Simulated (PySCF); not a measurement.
**How far each method lies from full CI for B2H, quartet**

Geometry: a point of a stretch scan, not a stationary point.

```xyz
3

B     0.0000    0.0000    0.7069
B     0.0000    0.0000   -2.5921
H     0.0000    0.0000    1.8852
```

Basis 6-31G; PySCF 2.14.0. Correlated methods freeze the noble-gas cores, which leaves 7 electrons in 18 orbitals. R marks a restricted (for open shells ROHF) determinant, U an unrestricted one.

Full CI is exact within this basis and frozen core; it isn't the basis-set limit. The frozen core follows each run's orbitals, which can shift R against U totals by a few meV.

The RHF row is the lowest restricted solution found. The determinant for coupled cluster was chosen by trial CCSD, here up to 0.04 eV above the lowest Hartree–Fock solution of its kind, and MP2 stands on that determinant too. The determinant fills πx and πy unequally, so it is a mixture of Σ and Δ, which weighs on every level built on one determinant.

```
UHF ⟨S²⟩                            : 3.760
⟨S²⟩ of the determinant under UCCSD : 3.760
T1 diagnostic (ROHF- or RHF-based CCSD)               : 0.0130
largest doubles amplitude (ROHF- or RHF-based CCSD)   : 0.116
T1 diagnostic (UCCSD)               : 0.0133
```

Task: From what is known of these methods and the diagnostics, rank them by the size of their error in total energy against full CI in 6-31G, smallest first (an estimate: the text doesn't fix the numbers).
A. RHF
B. UCCSD
C. RCCSDT
D. UMP2
E. RCCSD(T)

Result: C (0.6 kJ/mol), E (1.7 kJ/mol), B (3.6 kJ/mol), D (80.8 kJ/mol), A (202.3 kJ/mol).

All errors are against full CI in 6-31G. Within each family the higher level lies nearer, as is usual though not guaranteed.

The full-CI state has the irrep A1 of C2v, in the program's axes (one component, if the state is degenerate).

Its occupations show that no single determinant describes this state well.

Natural occupations of full CI about the gap: 1.964 1.887 0.993 0.534 0.515 0.514 0.494 0.053 0.019 0.006; effectively unpaired electrons, Σ n²(2−n)², 3.40.
